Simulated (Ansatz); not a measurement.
C₃H₃F (`C=C=CF`) at its PBE0-D4/def2-TZVP geometry, where that method's forces vanish. The species carries charge 0 and has multiplicity 1.

```xyz
7

C     0.8401    0.9597    0.3730
C     0.0177    0.0253    0.0020
C    -0.8124   -0.8855   -0.4094
F    -1.1091   -1.9750    0.3183
H     1.8993    0.9075    0.1373
H     0.4984    1.8226    0.9376
H    -1.3340   -0.8545   -1.3586
```

(1) What forces (eV/Å) does ωB97M-V/def2-TZVPP give on these atoms in Ansatz? (An estimate is asked.)

## Answers

(1) The calculation gave: 
```
C1   0.133  0.145  0.067
C2  -0.022 -0.030 -0.004
C3  -0.019  0.216 -0.280
F4  -0.041 -0.213  0.170
H5  -0.120 -0.019  0.013
H6   0.011 -0.104 -0.063
H7   0.058  0.005  0.097
```
